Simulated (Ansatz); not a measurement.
# C₂H₄ (singlet): wave-function methods side by side, cc-pVDZ

An exercise on one series of results from a longer session: the logs are not shown, and one member is left open.

Program: Ansatz 0.2.0, Gaussian basis. Level of theory: cc-pVDZ, core rule «outside noble gas», up to 2 orbitals frozen. These are calculated values, not measurements.

The runs, in order: UHF; CCSD(T) on RHF; BCCD(T) on RHF; CISD; CCSDT(Q) on RHF; CCSDTQ on RHF; CASSCF and MRCISD+Q, 12 electrons in 12 orbitals; CASSCF and NEVPT2, 12 electrons in 12 orbitals.

15 further runs of the same task are left out: 2 that didn't finish, 13 set aside as unsound or not needed.

### What is computed

The geometry is an MP2(full)/6-31G* stationary point (not a proven minimum).

6 atoms, charge 0, spin multiplicity 1.

Atoms are counted from 1 here; the program's logs count them from 0.

Bond lengths: C1–C2 1.335 Å, C1–H3 1.085 Å, C1–H4 1.085 Å, C2–H5 1.085 Å, C2–H6 1.085 Å. Angles: C2–C1–H3 121.7°, C2–C1–H4 121.7°, H3–C1–H4 116.6°, C1–C2–H5 121.7°, C1–C2–H6 121.7°, H5–C2–H6 116.6°.

Geometry (Å):

```xyz
6
charge 0, multiplicity 1
C     0.0000    0.0000    0.6675
C     0.0000    0.0000   -0.6675
H     0.0000    0.9228    1.2377
H     0.0000   -0.9228    1.2377
H     0.0000    0.9228   -1.2377
H     0.0000   -0.9228   -1.2377
```

Set-up of the first run:

The input, in.yaml:

```yaml
crystal:
  periodic: [false, false, false]
  atoms:
    - {symbol: C, position_ang: [0.000000, 0.000000, 0.667480]}
    - {symbol: C, position_ang: [0.000000, 0.000000, -0.667480]}
    - {symbol: H, position_ang: [0.000000, 0.922832, 1.237695]}
    - {symbol: H, position_ang: [0.000000, -0.922832, 1.237695]}
    - {symbol: H, position_ang: [0.000000, 0.922832, -1.237695]}
    - {symbol: H, position_ang: [0.000000, -0.922832, -1.237695]}
basis:
  gaussian: {orbitals: cc-pVDZ}
magnetization: {spin_polarized: true, initial_magnetization: 0}
hamiltonian: {xc: hf}
output: {orbitals: {seedname: orbitals}}
```

On the command line:

```console
$ ansatz run in.yaml --threads 1 --pin off --events-out ev --progress --plain --max-ram 2880MiB --backend cpu
```

Among the steps run: UHF; CCSD(T) on RHF; BCCD(T) on RHF; CISD; CCSDT(Q) on RHF; CCSDTQ on RHF; CASSCF and MRCISD+Q, 12 electrons in 12 orbitals; CASSCF and NEVPT2, 12 electrons in 12 orbitals.

One of the session's tables, all rows but one given; the rest of the session is left out.

```
          method  from RCCSDTQ (kJ/mol)
             RHF                 +830.2
            RMP2                 +108.3
            CISD                  +94.1
           RCCSD                  +29.0
        RCCSD(T)                   +3.2
         BCCD(T)                   +3.2
          RCCSDT                   +1.5
       RCCSDT(Q)                   -0.1
         RCCSDTQ                      0
  CASSCF valence                 +453.6
  NEVPT2 valence                 +100.7
  MRCISD valence                      ?
MRCISD+Q valence                   +2.1
```

**Question.** Estimate the row for MRCISD valence.

As computed: from RCCSDTQ (kJ/mol): +26.8. In the column «from RCCSDTQ (kJ/mol)» it lies between BCCD(T) (+3.2) and RCCSD (+29.0).
